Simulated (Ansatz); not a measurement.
## BH4O− (SMILES [BH3-]O): the vertical energy of the triplet above the singlet, rung by rung

The species is BH4O− (6 atoms), meant as a singlet with charge -1. SMILES: `[BH3-]O`. The coordinates come from a GFN2-xTB relaxation.

Each level gives the vertical energy of the triplet above the singlet (eV). The values are calculated.

| level | kind | program | value (eV) | less FCI/STO-3G | CPU time (all runs) |
| --- | --- | --- | --- | --- | --- |
| SVWN5/STO-3G | LDA | Ansatz | 10.09 | -0.39 | 1.3 s |
| revPBE/STO-3G | GGA | Ansatz | 9.92 | -0.56 | 1.9 s |
| BHLYP/STO-3G | global hybrid | Ansatz | 10.24 | -0.24 | 2 s |
| r2SCAN0/STO-3G | hybrid meta-GGA | Ansatz | 10.11 | -0.37 | 4.2 s |
| HSE06/STO-3G | range-separated hybrid | Ansatz | 10.16 | -0.32 | 2.5 s |
| wB97X/STO-3G | range-separated hybrid | Ansatz | 10.38 | -0.10 | 9.4 s |
| CCSD(T)/STO-3G | coupled cluster or CI | Ansatz | 10.48 | 0.00 | 0.22 s |
| CCSDTQ/STO-3G | coupled cluster or CI | Ansatz | 10.48 | 0.00 | 34 s |
| FCI/STO-3G | exact in the basis | Ansatz | 10.48 | 0.00 | 4.1 s |

FCI/STO-3G is exact within its basis and frozen core, so for wave-function methods in that basis the difference is their error; functionals converge differently with the basis, so for them it is only a difference. Sets without diffuse functions describe the anion poorly. The values span 9.92 to 10.48 eV. A triplet this far above the singlet is often a Rydberg-like or dissociative state; sets without diffuse functions put Rydberg states too high. All rows use very small basis sets, so even the best lies far from the true value. Times are those of the runs behind each value, whatever else they computed, on shared processors of several kinds: orders of magnitude only.
